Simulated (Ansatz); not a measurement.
Two isomers of C4H4F2: A = `FC1(F)C=CC1`, B = `FC1=CC(F)C1`.

Gas-phase electronic energies from Ansatz, PBE0-D4/def2-TZVP geometries. CCSD(T)/CBS is the MP2 limit (def2-TZVPP, def2-QZVPP) plus CCSD(T) − MP2 in def2-TZVPP, frozen cores. DFT in def2-TZVPP. B3LYP here is the variant with VWN-RPA as its local correlation; programs differ in this.

Q: Which is lower in electronic energy at CCSD(T)/CBS, and by how much? (Estimate.)

A: The calculation gave: A, by 23.7 kJ/mol.

Q: Give E(B) − E(A) in kJ/mol with B3LYP-D4, LDA (SPW92), HF/def2-TZVPP, PBE0-D4, ωB97M-V, BLYP-D4, PBE-D4. (Best estimate.)

A: Ansatz gave: B3LYP-D4 17.8, LDA (SPW92) 13.9, HF/def2-TZVPP 27.4, PBE0-D4 16.5, ωB97M-V 22.4, BLYP-D4 15.2, PBE-D4 13.1. None reverses the order clearly.

Q: Does the order hold for the free energy at 298.15 K (harmonic terms from PBE0-D4)? (Estimate.)

A: Computed: Yes: G(B) − G(A) = +24.5 kJ/mol.

Largest T1 diagnostic: 0.012.

Leaving LDA and LC-ωPBE aside and taking each functional with its dispersion term where it has one, the values spread over 9.4 kJ/mol, from PBE-D4 to ωB97M-V. At CCSD(T), def2-SVP lies +5.0 kJ/mol from the extrapolated value and def2-TZVPP −0.6 kJ/mol.
